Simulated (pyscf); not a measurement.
Substitution at C: H₃C–SiH₂–Cl + H atom (H•) -> methane (CH₄) + •H₂Si–Cl

Gas phase, doublet surface, charge 0. Bonds broken: C1–Si2. Bonds formed: C1–H9. Single points on ωB97X-D3(BJ)/def2-SVP structures (PySCF, gas phase). MP2 and CC: frozen core, UHF for open shells. ΔMP2 is the change of the MP2 total energy from the triple- to the quadruple-zeta basis.

Transition state (Å):

```xyz
9

C     -1.0320     0.9207    -0.7528
Si    -0.1427    -0.7506     0.2934
Cl    -1.2248    -2.4455    -0.2298
H     -2.0018     0.7645    -0.2673
H     -0.8425     0.4645    -1.7308
H     -0.3232     1.6480    -0.3403
H     -0.2217    -0.5897     1.7756
H      1.2796    -0.9680    -0.1053
H     -1.6424     2.0217    -1.4620
```

One imaginary mode, 1499i cm⁻¹; descent along it reached the two sides named.

```
bond    change  reactant side (Å)  saddle  product side
------  ------  -----------------  ------  ------------
C1–Si2  breaks              1.866   2.163           3.9
C1–H9    forms                3.8   1.445         1.100
```

Electronic energies relative to the separated reactants (kJ/mol):

```json
[
 {"level": "ωB97X-D3(BJ)/def2-TZVP", "barrier": "129.7", "reaction energy": "-61.1", "reverse barrier": "190.8"},
 {"level": "PBE/def2-TZVP", "barrier": "85.5", "reaction energy": "-80.8", "reverse barrier": "166.3"},
 {"level": "r²SCAN/def2-TZVP", "barrier": "91.0", "reaction energy": "-82.0", "reverse barrier": "173.0"},
 {"level": "B3LYP-D3(BJ)/def2-TZVP", "barrier": "99.5", "reaction energy": "-84.2", "reverse barrier": "183.7"},
 {"level": "PBE0-D3(BJ)/def2-TZVP", "barrier": "104.3", "reaction energy": "-70.7", "reverse barrier": "175.0"},
 {"level": "M06-2X/def2-TZVP", "barrier": "118.1", "reaction energy": "-74.7", "reverse barrier": "192.8"},
 {"level": "ωB97M-D3(BJ)/def2-TZVP", "barrier": "122.6", "reaction energy": "-66.4", "reverse barrier": "189.0"},
 {"level": "HF/def2-TZVP", "barrier": "192.5", "reaction energy": "-67.6", "reverse barrier": "260.1"},
 {"level": "MP2/def2-QZVPP", "barrier": "145.6", "reaction energy": "-55.1", "reverse barrier": "200.8"},
 {"level": "CCSD/def2-TZVPP", "barrier": "132.5", "reaction energy": "-77.1", "reverse barrier": "209.6"},
 {"level": "CCSD(T)/def2-TZVPP", "barrier": "125.9", "reaction energy": "-73.3", "reverse barrier": "199.2"},
 {"level": "CCSD(T)/def2-TZVPP + ΔMP2(QZVPP)", "barrier": "124.7", "reaction energy": "-71.4", "reverse barrier": "196.1"}
]
```

With CCSD(T)/def2-TZVPP + ΔMP2(QZVPP) energies and thermal terms (ideal gas, 1 atm, RRHO with modes under 100 cm⁻¹ raised to 100, one conformer, R ln 2 for chiral ones without a mode under 150 cm⁻¹), in kJ/mol:

```csv
T (K),ΔH‡,ΔG‡,ΔH,ΔG
298,126.3,152.4,-56.6,-67.4
600,124.0,179.8,-62.5,-76.2
900,122.2,208.1,-68.9,-81.7
1200,120.7,237.0,-74.9,-85.0
```

The same reactants have a lower exit, to H₃C–SiH•–Cl + H₂ (barrier +20.1 kJ/mol at ωB97M-D3(BJ), against +122.6 kJ/mol here). This is the saddle that the search found; another between the same sides may lie lower. The angle at the attacked C is 179°. The CCSD(T) − MP2 part came from Ansatz, without density fitting, on the same reference.
